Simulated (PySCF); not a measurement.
A PySCF run on LiAl⁺

State: ²Σ⁺ (doublet), unpaired electrons σ ↑.

An equivalent input (the run itself took its basis sets from the Basis Set Exchange, started from a PBE0 density and held the occupation σ 6α 5β, πx 1α 1β, πy 1α 1β):

```python
from pyscf import gto, dft
mol = gto.M(atom='Li 0 0 0; Al 0 0 2.973', basis={'Li': 'pcseg-1', 'Al': 'pcseg-1'},
            charge=1, spin=1, verbose=4, symmetry='C2v')
mf = dft.UKS(mol, xc='PBE0')
mf.grids.atom_grid = (80, 434)
mf.grids.prune = dft.gen_grid.treutler_prune
mf.irrep_nelec = {'A1': (6, 5), 'B1': (1, 1), 'B2': (1, 1)}
mf.conv_tol = 1e-9
mf.max_cycle = 60
mf.diis_space = 10
mf.kernel()
```

The log (some set-up lines and the per-cycle HOMO/LUMO lines removed):

```
******** <class 'pyscf.dft.uks_symm.SymAdaptedUKS'> ********
method = SymAdaptedUKS
damping factor = 0
level_shift factor = 0
DIIS = <class 'pyscf.scf.diis.CDIIS'>
diis_start_cycle = 1
diis_space = 10
diis_damp = 0
SCF conv_tol = 1e-09
SCF conv_tol_grad = None
SCF max_cycles = 60
number electrons alpha = 8  beta = 7
Set gradient conv threshold to 3.16228e-05
init E= -249.538233391121
cycle= 1 E= -249.536371385872  delta_E= 0.00186  |g|= 0.000798  |ddm|= 0.00942
cycle= 2 E= -249.536373117231  delta_E= -1.73e-06  |g|= 0.000339  |ddm|= 0.00391
cycle= 3 E= -249.53637330465  delta_E= -1.87e-07  |g|= 8.78e-05  |ddm|= 0.00122
cycle= 4 E= -249.536373345176  delta_E= -4.05e-08  |g|= 1.92e-05  |ddm|= 0.000715
cycle= 5 E= -249.536373346713  delta_E= -1.54e-09  |g|= 4.11e-06  |ddm|= 0.000166
cycle= 6 E= -249.536373346765  delta_E= -5.2e-11  |g|= 4.99e-07  |ddm|= 2.93e-05
Extra cycle  E= -249.536373346765  delta_E= -5.12e-13  |g|= 1.51e-07  |ddm|= 3.18e-06
converged SCF energy = -249.536373346765  <S^2> = 0.75562361  2S+1 = 2.0056157
```

Repeating this along the bond gives Re = 2.965 Å and ωe = 245 cm⁻¹.

A point of this curve took 0.29 CPU seconds beside 0.018 for the integrals, on Arm Neoverse V2 (shared host).

The state was picked by a PBE0 search and need not be the measured ground state.
